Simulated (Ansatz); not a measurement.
A made-up structure of CH₂FSi, doublet:

F1  (-0.486, -1.974, 0.785)
C2  (1.072, 0.698, 0.518)
Si3  (-0.296, -0.432, 0.071)
H4  (-1.475, -0.076, -0.636)
H5  (0.932, 1.274, -0.361)
(Å)

It is relaxed with PBE-D4/def2-SVP and then PBE0-D4/def2-TZVP (Ansatz 0.2.0). Atoms count as bonded within 1.22 times the sum of their covalent radii (H–H: 0.88 Å). The end point is not checked to be a true minimum.

Q: Does its bonding change? (Judge from chemistry; the calculation decides.)

A: The calculation gives: No: no bond forms or breaks.

Where it ends: The first stage lowers the energy by 0.96 eV in 9 steps. It ends as CH₂FSi ([CH][SiH][F]):
| atom | x (Å) | y (Å) | z (Å) |
| --- | --- | --- | --- |
| F1 | -0.3401 | -1.8377 | 0.8077 |
| C2 | 0.7463 | 0.7066 | 0.0200 |
| Si3 | -0.4475 | -0.4360 | 0.0689 |
| H4 | -1.7745 | -0.3434 | -0.5484 |
| H5 | 1.5632 | 1.4001 | 0.0287 |

Labels in which every atom is bracketed show which atoms are joined, not bond orders.

For scale, one of the runs: PBE0-D4/def2-TZVP relaxation, 111 basis functions, launched by `ansatz run in.yaml --threads 2 --pin off --events-out ev --progress --plain --max-ram 4352MiB`. Hardware: 2 CPU threads of an Arm Neoverse N1, shared host. Wall time about 30 s.
